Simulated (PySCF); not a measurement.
# A diatomic session: C2−

An exercise on one series of results from a longer session: the logs are not shown, and one member is left open.

Computed with PySCF 2.14.0. Level: C def2-TZVPPD, no relativity.

2 further runs of the same task are left out: 2 set aside as unsound or not needed.

Set-up of the first run:

A driver script around PySCF takes these settings:

```
atoms                         : C, C
charge                        : -1
basis                         : C def2-TZVPPD
Hamiltonian                   : no relativity
basis functions               : 74
electrons treated             : 13
masses in u                   : 12.0000, 12.0000
levels                        : PBE0, PBE, r²SCAN, LDA, PBEsol, M06-L, revPBE, MN15, HSE06, HF, MP2, SCS-MP2, CCSD, CCSD(T)
grid                          : 80 radial by 434 angular points
occupations                   : held fixed by the projection of orbital angular momentum
dissociation limit            : C + C−, each in its ground configuration
starting distance in angstrom : 1.520
values of 2S to try           : 1, 3, 5
```

Started as:

```bash
$ OMP_NUM_THREADS=1 python dia.py task.json out
```

Steps of the session up to this table: Set-up; PBE0 along the bond; Higher solutions at PBE0; PBE; r²SCAN (meta-GGA); LDA (local density); PBEsol (GGA); M06-L (meta-GGA); revPBE; MN15 (hybrid meta-GGA); HSE06 (range-separated hybrid); UHF (mean field); Correlated methods on the Hartree–Fock reference.

One of the session's tables, all rows but one given; the rest of the session is left out.

It belongs to the step «The curves together». Energy (eV) from each level's lowest point:

| R (Å) | UHF | UHF-MP2 | UHF-SCS-MP2 | UHF-CCSD | UHF-CCSD(T) |
| --- | --- | --- | --- | --- | --- |
| 1.081 | 1.567 | 2.007 | 1.983 | n/a | n/a |
| 1.131 | 0.674 | 0.986 | 0.968 | 0.883 | 0.956 |
| 1.182 | 0.185 | 0.372 | 0.360 | 0.310 | 0.353 |
| 1.219 | ? | ? | ? | ? | ? |
| 1.257 | 0.000 | 0.003 | 0.000 | 0.000 | 0.000 |
| 1.295 | 0.087 | 0.000 | 0.001 | 0.026 | 0.003 |
| 1.345 | 0.337 | 0.130 | 0.137 | 0.194 | 0.142 |
| 1.408 | 0.804 | 0.447 | 0.461 | 0.560 | 0.468 |
| 1.483 | 1.513 | 0.968 | 0.991 | 1.144 | 1.003 |
| 1.584 | 2.583 | 1.770 | 1.806 | n/a | n/a |

**Question.** Estimate the row for R (Å) = 1.219.

Worked estimate for «UHF». A straight line through the neighbours (1.182, 0.185) and (1.257, 0.000) gives 0.185 + (0.000 − 0.185) × (1.219 − 1.182) / (1.257 − 1.182) = 0.094; a parabola fitted to 4 rows on both sides gives 0.021.

The run gave: UHF: 0.024; UHF-MP2: 0.118; UHF-SCS-MP2: 0.110; UHF-CCSD: 0.085; UHF-CCSD(T): 0.107. In «UHF» the line misses by +0.070 and the parabola by -0.003.
